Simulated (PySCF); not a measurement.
**Optical rotation: `C[C@@H]1C[C@@H](C)S1`, C$_{5}$H$_{10}$S**

Molfile (atoms numbered from 1):
```
C5H10S
     RDKit          3D

 16 16  0  0  0  0  0  0  0  0999 V2000
    2.3963    0.1501    0.1802 C   0  0  0  0  0  0  0  0  0  0  0  0
    0.9340    0.1376    0.5621 C   0  0  2  0  0  0  0  0  0  0  0  0
    0.0230   -0.7740   -0.2674 C   0  0  0  0  0  0  0  0  0  0  0  0
   -1.0229    0.2845   -0.6374 C   0  0  1  0  0  0  0  0  0  0  0  0
   -2.3582    0.1419    0.0613 C   0  0  0  0  0  0  0  0  0  0  0  0
    0.0053    1.6504    0.0553 S   0  0  0  0  0  0  0  0  0  0  0  0
    2.9263    0.9235    0.7314 H   0  0  0  0  0  0  0  0  0  0  0  0
    2.5078    0.3483   -0.8836 H   0  0  0  0  0  0  0  0  0  0  0  0
    2.8477   -0.8145    0.4081 H   0  0  0  0  0  0  0  0  0  0  0  0
    0.8158   -0.0037    1.6382 H   0  0  0  0  0  0  0  0  0  0  0  0
   -0.3905   -1.6140    0.2916 H   0  0  0  0  0  0  0  0  0  0  0  0
    0.5407   -1.1626   -1.1444 H   0  0  0  0  0  0  0  0  0  0  0  0
   -1.1613    0.4246   -1.7105 H   0  0  0  0  0  0  0  0  0  0  0  0
   -2.2164    0.0632    1.1372 H   0  0  0  0  0  0  0  0  0  0  0  0
   -2.9861    1.0067   -0.1411 H   0  0  0  0  0  0  0  0  0  0  0  0
   -2.8690   -0.7530   -0.2924 H   0  0  0  0  0  0  0  0  0  0  0  0
  1  2  1  0
  2  3  1  0
  3  4  1  0
  4  5  1  0
  4  6  1  0
  6  2  1  0
  1  7  1  0
  1  8  1  0
  1  9  1  0
  2 10  1  1
  3 11  1  0
  3 12  1  0
  4 13  1  6
  5 14  1  0
  5 15  1  0
  5 16  1  0
M  END
```

Method used: TDDFT BHandHLYP/def2-SVPD circular dichroism and optical rotation, one conformer, gas phase (PySCF). Geometry: GFN2-xTB.

States above about 7.3 eV (minus the energy of the highest occupied orbital) lie near or above the ionisation threshold and depend on the basis.

Stereocentres: C2 R, C4 R.

(1) Give the optical rotatory dispersion at 633, 589.3, 546, 436, 405, 365, 355 nm.

(2) And for the mirror image at 589.3 nm?

(3) What is the molar rotation [Φ] = [α]·M/100 of the geometry above at 589.3 nm?

## Answers

(1) [α] in deg dm⁻¹ (g/mL)⁻¹:
| λ (nm) | origin-invariant length gauge | modified velocity gauge | length gauge (centre of mass) | isotropic polarisability (au) |
| --- | --- | --- | --- | --- |
| 633 | +318.6 | +308.7 | +319.1 | 79.3 |
| 589.3 | +375.9 | +364.4 | +376.5 | 79.6 |
| 546 | +450.5 | +437.0 | +451.3 | 80.0 |
| 436 | +798.7 | +777.2 | +800.3 | 81.5 |
| 405 | +982.3 | +957.4 | +984.3 | 82.2 |
| 365 | +1351.5 | +1321.4 | +1354.5 | 83.4 |
| 355 | +1483.2 | +1451.8 | +1486.5 | 83.7 |

(2) -375.9 deg dm⁻¹ (g/mL)⁻¹ (origin-invariant length gauge): the same size and the opposite sign.

(3) With M = 102.19 g/mol, +384.2 deg cm² dmol⁻¹ (origin-invariant length gauge).

The first excitation lies at 4.72 eV (263 nm) with R = +5.5 × 10⁻⁴⁰ esu² cm² (velocity form).
